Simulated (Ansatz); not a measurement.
A calculation with Ansatz (development build ahead of 0.2.0).

```yaml
crystal:
  periodic: [false, false, false]
  atoms:
    - { symbol: P, position_ang: [0.0, 0.0, 0.0] }
    - { symbol: H, position_ang: [1.38264, 0.0, 1.16017] }
    - { symbol: H, position_ang: [-1.24054, 0.0, 1.04094] }
basis:
  gaussian: { orbitals: "6-31G" }
magnetization:
  initial_magnetization: 3
hamiltonian:
  xc: hf
correlation:
  method: fci
  frozen_orbitals: { H: 0, P: 5 }
```

The input is written out in the form of the current development build from the run's settings.

Results

- Converged: yes
- Total energy: -341.70028 hartree
- State: lowest quartet root, of any spatial symmetry
